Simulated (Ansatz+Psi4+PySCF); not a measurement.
# doublet Mg₂(+): levels of theory in one basis

```yaml
atoms:
  - { symbol: Mg, position_ang: [0.0000, 0.0000, 0.0000] }
  - { symbol: Mg, position_ang: [-2.5257, -1.5755, -0.3723] }
```

Basis set: cc-pCVTZ (spherical functions). Left uncorrelated: 2 orbitals. Correlation on ROHF uses semicanonical orbitals with singles. Charge 1, multiplicity 2.

Computed with Ansatz (development build ahead of 0.2.0) and Psi4 1.11; the reference of a correlated method needn't be the lowest determinant of its kind.

```csv
method,E − E(ROHF) (eV),<S²> of the determinant
ROHF,0.00,0.75
UHF,-0.28,0.92
ROHF-MP2,-15.32,–
UHF-MP2,-15.30,0.92
ROHF-CCSD(T),-16.06,–
```

Task: What does ROHF-CCSD give on the same scale?

Result: -15.87 eV.

Caution for ROHF, ROHF-MP2: the determinant breaks the point group. Caution for UHF, UHF-MP2: the unrestricted determinant is spin contaminated. Caution for ROHF-MP2, UHF-MP2: MP2 on this radical cation hangs on the determinant chosen. Caution for ROHF-CCSD, ROHF-CCSD(T): the determinant is a saddle point.
